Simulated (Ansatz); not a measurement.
System: SiO, charge 0, singlet. SiO (SMILES [O+]#[Si-]).
B3LYP-D3(BJ)/def2-TZVP minimum from Ansatz (a program for electronic structure):
```xyz
2

Si     0.0000     0.0000    -0.5502
O      0.0000     0.0000     0.9629
```
Charge 0, spin multiplicity 1.

Property: atomisation energy (electronic, to ground-state atoms), in kJ/mol. Radicals and triplets start from unrestricted determinants; spin-orbit coupling is neglected. CBS(X,Y): correlation extrapolated as X^-3, Hartree-Fock from the larger set (Q,5: extrapolated as (X+1)exp(-9√X)). A bracket is a step between two methods taken in the basis named. Functionals run without relativity, which enters their misses. Double hybrids freeze cores in their MP2 part. 'core' is core correlation in cc-pwCVTZ (1s frozen past Ne), 'X2C' scalar relativity in cc-pVTZ-DK, both at CCSD(T). The T1 diagnostic of OSi ([O+]#[Si-], singlet) reaches 0.030 in the sets run.

CCSD(T)/CBS(cc-pV(Q+d)Z,cc-pV(5+d)Z) + [CCSDT(Q) - CCSD(T)]/cc-pV(Q+d)Z + [CCSDTQ - CCSDT(Q)]/cc-pV(D+d)Z + core + X2C (Ansatz) gives 805.3 kJ/mol.

Q: How far off this value is PBE/def2-TZVPD (Ansatz), in which direction, and which of these levels come nearer: r2SCAN/def2-TZVPD, wB97M-V/def2-TZVPD, B2PLYP/def2-TZVPD, CCSD(T)/CBS(cc-pV(Q+d)Z,cc-pV(5+d)Z) + core + X2C?

A: PBE gives 819.2 kJ/mol, 13.9 kJ/mol above it. Differences of the others: r2SCAN/def2-TZVPD (Ansatz) -21.0; wB97M-V/def2-TZVPD (Ansatz) 0.2; B2PLYP/def2-TZVPD (Ansatz) -9.0; CCSD(T)/CBS(cc-pV(Q+d)Z,cc-pV(5+d)Z) + core + X2C (Ansatz) -0.6 kJ/mol. Nearer than PBE: wB97M-V/def2-TZVPD, B2PLYP/def2-TZVPD, CCSD(T)/CBS(cc-pV(Q+d)Z,cc-pV(5+d)Z) + core + X2C.
